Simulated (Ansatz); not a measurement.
# F2HSi: the cost of one run

Program: Ansatz 0.2.0, Gaussian basis. Level of theory: def2-QZVPP, all electrons in the functionals, frozen cores in the correlation of double hybrids and RPA. These are calculated values, not measurements.

To be run: PBE, BLYP, r2SCAN, B97M-V, PBE0, B3LYP, wB97M-V, B2PLYP, at charge 0, doublet; charge 0, quartet; charge 1, singlet; charge 1, triplet.

2 further runs of the same task are left out: 2 set aside as unsound or not needed. Runs told in other sessions of the task aren't counted.

### 1 The system

The geometry is a PBE0/def2-TZVP stationary point (not a proven minimum).

4 atoms, charge 0, spin multiplicity 2.

Atoms are counted from 1 here; the program's logs count them from 0.

Bond lengths: Si1–F2 1.592 Å, Si1–F3 1.592 Å, Si1–H4 1.493 Å. Angles: F2–Si1–F3 107.3°, F2–Si1–H4 107.6°, F3–Si1–H4 107.6°.

Coordinates:

| atom | x (Å) | y (Å) | z (Å) |
| --- | --- | --- | --- |
| Si1 | -0.1302 | -0.5070 | 0.0000 |
| F2 | 0.0707 | 0.4153 | -1.2817 |
| F3 | 0.0707 | 0.4153 | 1.2817 |
| H4 | 0.9617 | -1.5258 | 0.0000 |

No dispersion term is added; B97M-V, wB97M-V hold VV10 nonlocal correlation. B3LYP takes the VWN-RPA correlation.

The geometry shown and the zero of energy belong to the point charge 0, doublet. The yardstick, UCCSD(T), and other wave-function levels (R restricted, U unrestricted, valence and pair active spaces) come from earlier runs.

### 2 PBE, charge 0, doublet

The input, in.yaml:

```yaml
crystal:
  periodic: [false, false, false]
  atoms:
    - {symbol: Si, position_ang: [-0.130217, -0.507043, 0.000000]}
    - {symbol: F, position_ang: [0.070738, 0.415258, -1.281724]}
    - {symbol: F, position_ang: [0.070738, 0.415259, 1.281724]}
    - {symbol: H, position_ang: [0.961743, -1.525831, 0.000001]}
basis:
  gaussian: {orbitals: "def2-QZVPP.json"}
magnetization: {spin_polarized: true, initial_magnetization: 1}
hamiltonian: {xc: {name: PBE}}
output: {orbitals: {seedname: orbitals}}
```

Run with:

```console
$ ansatz run in.yaml --threads 1 --pin off --events-out ev --progress --plain --max-ram 2393MiB
```

**Question.** How long does this run take on 1 thread of Arm Neoverse V1, shared host?

About 4.9 s.
